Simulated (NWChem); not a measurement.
Program: NWChem. System: dimethylamine (C2H7N), charge 0, spin multiplicity 1, at a geometry optimised with PBE0/def2-SVP. Level: RHF/6-311G** (spherical d).

NWChem printed:

```
             Northwest Computational Chemistry Package (NWChem) 7.3.0
             --------------------------------------------------------

                                NWChem Input Module
                                -------------------

 Scaling coordinates for geometry "geometry" by  1.889725989
 (inverse scale =  0.529177249)

 Turning off AUTOSYM since
 SYMMETRY directive was detected!

                             Geometry "geometry" -> ""
                             -------------------------

 Output coordinates in angstroms (scale by  1.889725989 to convert to a.u.)

  No.       Tag          Charge          X              Y              Z
 ---- ---------------- ---------- -------------- -------------- --------------
    1 C                    6.0000     0.01837700     0.21673500    -1.20726200
    2 N                    7.0000    -0.14001000    -0.55144500     0.00000000
    3 C                    6.0000     0.01837700     0.21673500     1.20726200
    4 H                    1.0000     0.98611800     0.76243900    -1.28861200
    5 H                    1.0000    -0.78151300     0.97329500    -1.27862000
    6 H                    1.0000    -0.07538000    -0.43607400    -2.08862100
    7 H                    1.0000     0.50110000    -1.34002500     0.00000000
    8 H                    1.0000     0.98611800     0.76243900     1.28861200
    9 H                    1.0000    -0.07538000    -0.43607400     2.08862100
   10 H                    1.0000    -0.78151300     0.97329500     1.27862000

 Effective nuclear repulsion energy (a.u.)      84.2929050501

            Nuclear Dipole moment (a.u.)
            ----------------------------
        X                 Y               Z
 ---------------- ---------------- ----------------
     0.0000075589    -0.0000000000     0.0000000000

      Symmetry information
      --------------------

 Group name             Cs
 Group number              2
 Group order               2
 No. of unique centers     6

      Symmetry unique atoms

     1    2    4    5    6    7


 Summary of "ao basis" -> "" (spherical)
 ------------------------------------------------------------------------------
       Tag                 Description            Shells   Functions and Types
 ---------------- ------------------------------  ------  ---------------------
 *                          6-311g**                  on all atoms

 Summary of "ao basis" -> "ao basis" (spherical)
 ------------------------------------------------------------------------------
       Tag                 Description            Shells   Functions and Types
 ---------------- ------------------------------  ------  ---------------------
 C                          6-311g**                 8       18   4s3p1d
 N                          6-311g**                 8       18   4s3p1d
 H                          6-311g**                 4        6   3s1p

                                 NWChem SCF Module
                                 -----------------

  ao basis        = "ao basis"
  functions       =    96
  atoms           =    10
  closed shells   =    13
  open shells     =     0
  charge          =   0.00
  wavefunction    = RHF
  use symmetry    = T
  symmetry adapt  = T

 Summary of "ao basis" -> "ao basis" (spherical)
 ------------------------------------------------------------------------------
       Tag                 Description            Shells   Functions and Types
 ---------------- ------------------------------  ------  ---------------------
 C                          6-311g**                 8       18   4s3p1d
 N                          6-311g**                 8       18   4s3p1d
 H                          6-311g**                 4        6   3s1p

      Symmetry analysis of basis
      --------------------------

        a'         54
        a"         42

 Forming initial guess at       0.0s

      Superposition of Atomic Density Guess
      -------------------------------------

 Sum of atomic energies:        -133.14245022

      Non-variational initial energy
      ------------------------------

 Total energy =    -135.119426
 1-e energy   =    -344.473647
 2-e energy   =     125.061317
[...]
     6 a'          7 a'          8 a'          9 a"         10 a"
    11 a'         12 a"         13 a'         14 a'         15 a'
    16 a"         17 a'         18 a'         19 a"         20 a"
    21 a'         22 a"         23 a'

 Starting SCF solution at       0.7s

 ----------------------------------------------
         Quadratically convergent ROHF

 Convergence threshold     :          1.000E-07
 Maximum no. of iterations :          100
 Final Fock-matrix accuracy:          1.000E-09
 ----------------------------------------------

              iter       energy          gnorm     gmax       time
             ----- ------------------- --------- --------- --------
                 1     -134.2404390527  6.83D-01  2.02D-01      0.7
                 2     -134.2729437234  2.26D-01  6.02D-02      0.8
                 3     -134.2767019947  9.76D-03  2.31D-03      0.9
                 4     -134.2767151818  7.84D-05  2.07D-05      1.1
                 5     -134.2767151828  2.53D-09  7.00D-10      1.5

       Final RHF  results
       ------------------

         Total SCF energy =   -134.276715182797
      One-electron energy =   -347.586470969028
      Two-electron energy =    129.016850736169
 Nuclear repulsion energy =     84.292905050062

        Time for solution =      0.8s

       Symmetry analysis of molecular orbitals - final
       -----------------------------------------------

  Numbering of irreducible representations:

     1 a'          2 a"

  Orbital symmetries:

     1 a'          2 a"          3 a'          4 a'          5 a"
     6 a'          7 a'          8 a'          9 a"         10 a"
    11 a'         12 a"         13 a'         14 a'         15 a'
    16 a"         17 a'         18 a'         19 a"         20 a"
    21 a'         22 a"         23 a'

             Final eigenvalues
             -----------------

              1
    1  -15.5335
    2  -11.2421
    3  -11.2421
    4   -1.2012
    5   -0.9437
    6   -0.8471
    7   -0.6602
    8   -0.6085
    9   -0.5929
   10   -0.5317
   11   -0.5062
   12   -0.5047
   13   -0.3624
   14    0.1555
   15    0.1894
   16    0.1929
   17    0.2197
   18    0.2358
   19    0.2526
   20    0.2671
   21    0.3429
   22    0.4135
   23    0.4464

                       ROHF Final Molecular Orbital Analysis
                       -------------------------------------

 Vector   11  Occ=2.000000D+00  E=-5.062102D-01  Symmetry=a'
              MO Center= -1.5D-01,  4.1D-02,  6.4D-15, r^2= 2.8D+00
   Bfn.  Coefficient  Atom+Function         Bfn.  Coefficient  Atom+Function
  ----- ------------  ---------------      ----- ------------  ---------------
    26     -0.189541   2 N  py               74      0.183120   7 H  s
     8      0.180000   1 C  py               44      0.180000   3 C  py
    62      0.157981   5 H  s                92      0.157981  10 H  s

 Vector   12  Occ=2.000000D+00  E=-5.046907D-01  Symmetry=a"
              MO Center=  6.1D-03, -7.2D-02, -2.3D-15, r^2= 3.3D+00
   Bfn.  Coefficient  Atom+Function         Bfn.  Coefficient  Atom+Function
  ----- ------------  ---------------      ----- ------------  ---------------
     9      0.206268   1 C  pz               45      0.206268   3 C  pz
    68     -0.195387   6 H  s                86      0.195387   9 H  s
    27     -0.161861   2 N  pz

 Vector   13  Occ=2.000000D+00  E=-3.623716D-01  Symmetry=a'
              MO Center= -6.7D-02, -2.6D-01, -5.0D-16, r^2= 2.0D+00
   Bfn.  Coefficient  Atom+Function         Bfn.  Coefficient  Atom+Function
  ----- ------------  ---------------      ----- ------------  ---------------
    29      0.402656   2 N  px               25      0.331040   2 N  px
    21      0.217255   2 N  px               28     -0.181029   2 N  s
    30      0.181885   2 N  py               56     -0.156401   4 H  s
    80     -0.156401   8 H  s

 Vector   14  Occ=0.000000D+00  E= 1.555213D-01  Symmetry=a'
              MO Center=  4.2D-01, -7.9D-02,  6.7D-16, r^2= 7.2D+00
   Bfn.  Coefficient  Atom+Function         Bfn.  Coefficient  Atom+Function
  ----- ------------  ---------------      ----- ------------  ---------------
    10      1.383352   1 C  s                46      1.383352   3 C  s
    75     -0.683435   7 H  s                57     -0.615365   4 H  s
    81     -0.615365   8 H  s                69     -0.589144   6 H  s
    87     -0.589144   9 H  s                63     -0.426415   5 H  s
    93     -0.426415  10 H  s                30     -0.318558   2 N  py

 Vector   15  Occ=0.000000D+00  E= 1.894163D-01  Symmetry=a'
              MO Center= -1.4D-01, -1.5D-01,  2.6D-17, r^2= 7.2D+00
   Bfn.  Coefficient  Atom+Function         Bfn.  Coefficient  Atom+Function
  ----- ------------  ---------------      ----- ------------  ---------------
    75      1.266185   7 H  s                63     -0.981435   5 H  s
    93     -0.981435  10 H  s                28     -0.577949   2 N  s
    10      0.461374   1 C  s                46      0.461374   3 C  s
    12      0.457592   1 C  py               48      0.457592   3 C  py
    69      0.385755   6 H  s                87      0.385755   9 H  s

 Vector   16  Occ=0.000000D+00  E= 1.929327D-01  Symmetry=a"
              MO Center=  3.9D-02,  3.1D-02, -2.3D-16, r^2= 9.3D+00
   Bfn.  Coefficient  Atom+Function         Bfn.  Coefficient  Atom+Function
  ----- ------------  ---------------      ----- ------------  ---------------
    10      1.410276   1 C  s                46     -1.410276   3 C  s
    69     -1.076269   6 H  s                87      1.076269   9 H  s
    57     -0.611275   4 H  s                81      0.611275   8 H  s
    63     -0.560817   5 H  s                93      0.560817  10 H  s
    13     -0.386748   1 C  pz               49     -0.386748   3 C  pz

 center of mass
 --------------
 x =  -0.03162395 y =  -0.05247256 z =  -0.00000000

 moments of inertia (a.u.)
 ------------------
         217.977333867197          -1.884102152137           0.000000000000
          -1.884102152137         193.339280793479           0.000000000000
           0.000000000000           0.000000000000          51.247230965868

  Mulliken analysis of the total density
  --------------------------------------

    Atom       Charge   Shell Charges
 -----------   ------   -------------------------------------------------------
    1 C    6     6.10   1.10  0.89  0.58  0.72  1.54  0.42  0.77  0.08
    2 N    7     7.45   1.09  0.90  0.75  0.83  1.84  0.73  1.29  0.03
    3 C    6     6.10   1.10  0.89  0.58  0.72  1.54  0.42  0.77  0.08
    4 H    1     0.94   0.26  0.53  0.12  0.02
    5 H    1     0.91   0.27  0.52  0.10  0.02
    6 H    1     0.91   0.27  0.52  0.10  0.02
    7 H    1     0.82   0.27  0.45  0.05  0.04
    8 H    1     0.94   0.26  0.53  0.12  0.02
    9 H    1     0.91   0.27  0.52  0.10  0.02
   10 H    1     0.91   0.27  0.52  0.10  0.02

       Multipole analysis of the density wrt the origin
       ------------------------------------------------

     L   x y z        total         open         nuclear
     -   - - -        -----         ----         -------
     0   0 0 0     -0.000000      0.000000     26.000000

     1   1 0 0      0.396109      0.000000      0.000008
     1   0 1 0      0.054617      0.000000     -0.000000
     1   0 0 1      0.000000      0.000000      0.000000

     2   2 0 0    -16.232188      0.000000     12.749129
     2   1 1 0     -1.471443      0.000000     -0.125236
     2   1 0 1     -0.000000      0.000000      0.000000
     2   0 2 0    -15.175179      0.000000     28.302651
     2   0 1 1     -0.000000      0.000000      0.000000
     2   0 0 2    -14.735594      0.000000    117.149600

 Task  times  cpu:        1.5s     wall:        1.5s

 Total times  cpu:        1.5s     wall:        1.5s
```

Q: Write an NWChem input that would produce this output.

A: Several could match; the one computed here: 
```
start mol
memory heap 200 mb stack 900 mb global 1100 mb
geometry units angstroms nocenter noautoz
  C      0.018377     0.216735    -1.207262
  N     -0.140010    -0.551445     0.000000
  C      0.018377     0.216735     1.207262
  H      0.986118     0.762439    -1.288612
  H     -0.781513     0.973295    -1.278620
  H     -0.075380    -0.436074    -2.088621
  H      0.501100    -1.340025     0.000000
  H      0.986118     0.762439     1.288612
  H     -0.075380    -0.436074     2.088621
  H     -0.781513     0.973295     1.278620
  symmetry group Cs
end
basis spherical
  * library 6-311g**
end
scf
  rhf
  nopen 0
  maxiter 100
  thresh 1e-7
  semidirect memsize 60000000 filesize 0
end
task scf energy
```
